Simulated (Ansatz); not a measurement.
Process, species as SMILES: F atom → [F-] (an electron is taken up)
B3LYP-D3(BJ)/def2-TZVP geometries, fixed; electronic energies without zero-point terms; positive where energy is released.
Largest species:
```
F
```
Charge 0, spin multiplicity 2.

Effect of the final integration grid (spheres per factor e of radius in core and valence, angular degree) at PBE/aug-cc-pVTZ with Ansatz (a program for electronic structure), against the last row, where the adiabatic electron affinity is 3.65 eV. Open shells are unrestricted. The default's grid is 13, 11, 36.

```
setting                     largest shift of a total energy (mEh)  shift of the adiabatic electron affinity (eV)
--------------------------  -------------------------------------  ---------------------------------------------
accuracy: medium (default)                                  0.000                                          0.000
final_grid: 4, 3, 11                                       -0.266                                          0.002
final_grid: 6, 5, 17                                        0.006                                          0.000
final_grid: 8, 7, 23                                       -0.001                                          0.000
final_grid: 10, 9, 29                                       0.000                                          0.000
final_grid: 18, 15, 47                                      0.000                                          0.000
final_grid: 26, 22, 59                                      0.000                                          0.000
```

Within 0.002 eV in the adiabatic electron affinity: accuracy: medium (default); final_grid: 6, 5, 17; final_grid: 8, 7, 23; final_grid: 10, 9, 29; final_grid: 18, 15, 47. The largest shift is 0.266 mEh in a total energy and 0.002 eV in the difference.
